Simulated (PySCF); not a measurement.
Compound: ethanimine, C2H5N.
SMILES: `N(/[H])=C/C`

The closed-shell ground state was solved at several levels (PySCF, density fitting, gas phase, non-relativistic). Isolated species at its PBE0-D3(BJ)/def2-SVP geometry, gas phase.

```csv
level,basis functions,total energy (Eh),HOMO (eV),LUMO (eV),gap (eV),dipole (D)
PBE0/pcSseg-1,76,-133.7718,-7.53,0.09,7.62,2.57
PBE0/aug-cc-pVDZ,114,-133.8064,-7.62,-0.14,7.48,2.60
CAM-B3LYP/def2-SVPD,100,-133.7877,-9.07,1.09,10.16,2.63
B3LYP/pcJ-1,131,-133.9641,-7.27,-0.16,7.11,2.53
PBE0/aug-cc-pVTZ,253,-133.8384,-7.64,-0.16,7.48,2.59
PBE0/6-31+G*,64,-133.7886,-7.61,-0.04,7.57,2.76
PBE0/def2-TZVPD,156,-133.8399,-7.63,-0.12,7.51,2.58
```

What might KT3/pcSseg-2 (178 basis functions) give for the same quantities?

Total energy -136.0985 Eh, HOMO -6.31 eV, LUMO -1.16 eV, gap 5.15 eV, dipole 2.44 D.

Over all these levels, which gives the widest orbital gap and which the narrowest?

CAM-B3LYP/def2-SVPD (range-separated hybrid) has the widest, 10.16 eV, and KT3/pcSseg-2 (GGA) the narrowest, 5.15 eV. Functional and basis both differ between the two, so the spread mixes both effects.

How much does the basis alone move the frontier levels among the 5 PBE0 rows?

The HOMO by 0.11 eV and the LUMO by 0.25 eV. By rising basis size (HOMO, LUMO in eV): 6-31+G* -7.61, -0.04; pcSseg-1 -7.53, 0.09; aug-cc-pVDZ -7.62, -0.14; def2-TZVPD -7.63, -0.12; aug-cc-pVTZ -7.64, -0.16.

How far do the dipole and the HOMO energy spread over the levels?

The dipole runs from 2.44 to 2.76 D (mean 2.59 D) and the HOMO from -9.07 to -6.31 eV.
